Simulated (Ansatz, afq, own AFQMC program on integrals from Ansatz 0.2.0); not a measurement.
# CH (doublet): quantum Monte Carlo beside coupled cluster as a free ligand, def2-TZVP

An exercise on one series of results from a longer session: the logs are not shown, and one member is left open.

Computed with Ansatz 0.2.0, Gaussian basis, and an in-house AFQMC program (afq) on its integrals; all values are calculated. Level: def2-TZVP, frozen cores.

The runs, in order: Full CI; PBE (unrestricted); r2SCAN (unrestricted); PBE0 (unrestricted); CCSD(T) on ROHF; B3LYP (unrestricted); wB97M-V (unrestricted); B2PLYP (unrestricted); Full CI; Full CI (quartet); CCSDT(Q) on ROHF; CCSDTQ on ROHF; Phaseless AFQMC, CISD trial on ROHF; Phaseless AFQMC, single-determinant trial on ROHF; Free-projection AFQMC, CISD trial on ROHF; CCSD(T) on UHF; Full CI; CCSDT(Q) on UHF; CCSDTQ on UHF; CCSD(T) on UHF; CCSD(T) on UHF; Phaseless AFQMC, CISD trial on UHF; Phaseless AFQMC, single-determinant trial on UHF; Free-projection AFQMC, CISD trial on UHF.

## The geometry

The geometry is a PBE0/def2-SVP stationary point (not a proven minimum).

2 atoms, charge 0, spin multiplicity 2.

Atoms are counted from 1 here; the program's logs count them from 0.

Bond lengths: C1–H2 1.130 Å.

Set-up of the first run:

Contents of in.yaml:

```yaml
crystal:
  periodic: [false, false, false]
  atoms:
    - {symbol: C, position_ang: [0.145504, -0.504278, 0.185599]}
    - {symbol: H, position_ang: [0.438216, -1.527712, 0.565111]}
basis:
  gaussian: {orbitals: def2-TZVP}
magnetization: {spin_polarized: false, initial_magnetization: 1}
correlation: {method: fci, electrons: outside_noble_gas}
```

The run is started by

```sh
> ansatz run in.yaml --threads 2 --pin off --events-out ev --progress --plain --max-ram 34560MiB --backend cuda --devices 0, --max-vram 37GiB
```

Steps of the session up to this table: Full CI; PBE (unrestricted); r2SCAN (unrestricted); PBE0 (unrestricted); CCSD(T) on ROHF; B3LYP (unrestricted); wB97M-V (unrestricted); B2PLYP (unrestricted); Full CI (quartet); CCSDT(Q) on ROHF; CCSDTQ on ROHF; Phaseless AFQMC, CISD trial on ROHF; Phaseless AFQMC, single-determinant trial on ROHF; Free-projection AFQMC, CISD trial on ROHF; CCSD(T) on UHF; CCSDT(Q) on UHF; CCSDTQ on UHF; Phaseless AFQMC, CISD trial on UHF; Phaseless AFQMC, single-determinant trial on UHF; Free-projection AFQMC, CISD trial on UHF.

One table of the session follows, with a row left open; its other results are not shown here.

It belongs to the step «AFQMC on the ladder». On the ROHF determinant, counted from full CI (exact for this spin and basis):

| level | from full CI (kJ/mol) |
| --- | --- |
| HF | +344.9 |
| MP2 | ? |
| CCSD | +10.5 |
| CCSD(T) | +1.9 |
| CCSDT(Q) | 0.0 |
| CCSDTQ | 0.0 |
| full CI | 0.0 |
| Phaseless AFQMC, CISD trial, step 0.005, 4000 walkers | +1.1 |
| Phaseless AFQMC, single-determinant trial, step 0.005, 4000 walkers | +7.2 |
| Free-projection AFQMC, CISD trial, step 0.03, 4000 walkers | 0.0 |

Estimate the missing values for MP2.

**Answer.** from full CI (kJ/mol): +75.3. In the column «from full CI (kJ/mol)» it lies between CCSD (+10.5) and HF (+344.9).
